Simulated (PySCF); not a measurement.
Species: C4H5O (doublet state).
Geometry (GFN2-xTB, Å), atoms numbered from 1 in this order:
```
atom  x, y, z in Å
O1    -2.0415   -0.0291    0.1955
C2    -0.7021    0.0520    0.0799
C3     0.2823    1.0172    0.2261
C4     1.3029    0.1302   -0.1004
C5     0.3140   -1.0066   -0.2890
H6    -2.4031    0.8283    0.4507
H7     0.2620    2.0593    0.4920
H8     2.3653    0.1877   -0.1914
H9     0.2293   -1.4012   -1.3003
H10    0.3998   -1.8333    0.4143
```

The hyperfine couplings belong to this conformer and change with its torsions.

The species is `O[C]1C=CC1` [radical].

Computed, not measured: UKS B3LYP, pcH-1 on C H O, non-relativistic, mean-field spin-orbit, GIAO (PySCF 2.14.0). The structure is a single GFN2-xTB conformer in the gas phase; no vibrational or solvent corrections. The geometry wasn't refined by DFT: couplings that depend on bond lengths, twists or pyramidal angles can differ widely from those at the functional's own minimum. Stability of the SCF solution: not tested.

Q: Give the isotropic g value and a_iso(13C) at C4.

A: g_iso = 2.00286 and a = +66.99 MHz, or +2.390 mT (Mulliken spin population +0.73). 13C makes up about 1.07 % of the natural element, so this concerns labelled samples or satellites.

Q: Take this nucleus alone (I = 1/2, g_N = 1.4048) with S = 1/2. Where do its 2 lines fall at 9.374 GHz to first order, to second order and exactly?

A: First order: B = B0 − a·mI with B0 = 334.398 mT. Second order subtracts a²[I(I+1) − mI²]/(2B0). The exact fields come from the Breit–Rabi levels of H = g μB B Sz − g_N μN B Iz + a S·I.

```json
{"mI": "−1/2", "first order (mT)": "335.593", "second order (mT)": "335.589", "exact (mT)": "335.589", "exact − first order": "-0.004"}
{"mI": "+1/2", "first order (mT)": "333.203", "second order (mT)": "333.199", "exact (mT)": "333.199", "exact − first order": "-0.004"}
```

Q: What g and a would be read from the two outer exact lines by first-order rules?

A: Their midpoint, 334.394 mT, gives an apparent g of 2.00288 (true 2.00286), and their distance over 2I an apparent |a| of 2.390 mT (true 2.390).

Q: Give the zero-field levels of this pair of spins.

A: F = I ± 1/2 = 1 and 0, at a·I/2 = +16.7 MHz and −a(I+1)/2 = -50.2 MHz, that is |a|(I + 1/2) = 67.0 MHz apart; F = 0 lies lower.

Other couplings of abundant isotopes, left aside here: 1 × 1H 52 MHz, 2 × 1H 14 MHz, 1 × 1H 8 MHz, 1 × 1H 7 MHz.

On Intel Xeon at 2.70 GHz, one thread (shared host), this took 28 s of wall time (with the writing of density and orbital grids) and 0.69 GiB of memory at its peak.

The SMILES draws the unpaired electron on C2; the largest computed Mulliken spin population is on C4 (0.73 against 0.51).
